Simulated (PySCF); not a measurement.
Dipole moment and polarisability of `CCN(C)C#P`

Species: C4H8NP.
Cartesian coordinates in Å at the GFN2-xTB level; atoms count from 1:
```
atom  x, y, z in Å
C1     1.8484    0.3467    0.0125
C2     0.6145   -0.4167    0.4703
N3    -0.5864    0.0630   -0.1912
C4    -1.7247   -0.8263   -0.1856
C5    -0.7766    1.3494   -0.3726
P6    -1.0033    2.8671   -0.6640
H7     2.7358   -0.0684    0.4831
H8     1.7671    1.3977    0.2800
H9     1.9562    0.2754   -1.0675
H10    0.7191   -1.4780    0.2211
H11    0.5089   -0.3333    1.5633
H12   -2.5371   -0.3745   -0.7517
H13   -2.0747   -1.0290    0.8339
H14   -1.4481   -1.7737   -0.6538
```

Level: CAM-B3LYP/def2-SVPD (PySCF), static field, nuclei fixed, core orbitals frozen in the response. The polarisability tensor in these axes (au):

```
x    77.59  -6.08   3.56
y    -6.08 110.85 -11.43
z     3.56 -11.43  66.56
```

Diagonalise the tensor; give its mean and Δα, where Δα² is half the sum of the squared differences of the eigenvalues.

Principal values 63.47, 76.68 and 114.85 au; mean 85.00 au = 12.60 Å³ = 14.01 × 10⁻⁴⁰ C²·m²/J; Δα = 46.21 au (54 % of the mean).

What is the dipole moment, and where does it point?

(0.51, -3.12, 0.77) D, 3.26 D in size, pointing from the negative to the positive side. Measured along this direction, the outermost atoms are P6 at the negative end and H10 at the positive end.

Sum over states: ᾱ = Σ f/ω², ω in Eh. What share falls to these 8 lowest TDDFT singlets (eV, f)? 3.11, 0.0000; 4.54, 0.0267; 5.44, 0.0008; 5.46, 0.0512; 6.43, 0.0069; 6.52, 0.0406; 6.91, 0.7885; 7.05, 0.0477.

They add up to 16.02 au, 18.9 % of the 85.00 au; the largest single term is 12.23 au, from the state at 6.91 eV. Terms in order: 0.00, 0.96, 0.02, 1.27, 0.12, 0.71, 12.23, 0.71 au. Higher excitations give the rest. The strengths listed sum to 0.962.

In a dilute gas of rigid molecules at 500 K, how does the orientational term μ²/3kT compare with the electronic polarisability?

In Gaussian units μ²/3kT = 51.28 Å³ against 12.60 Å³, a ratio of 4.07; the Debye molar polarisation (4π/3)N_A(α + μ²/3kT) is 161.1 cm³/mol, leaving out the vibrational part.

Give the principal axes and the span of the nuclei along them.

Largest value along (-0.18, 0.95, -0.24), where the nuclei span 4.67 Å; middle along (0.97, 0.21, 0.11), 5.32 Å; least along (-0.15, 0.21, 0.97), 2.63 Å. The strongest response doesn't lie along the longest of the three spans.

One conformer (not necessarily the lowest) at the GFN2-xTB geometry, without solvent, vibrations or thermal averaging.
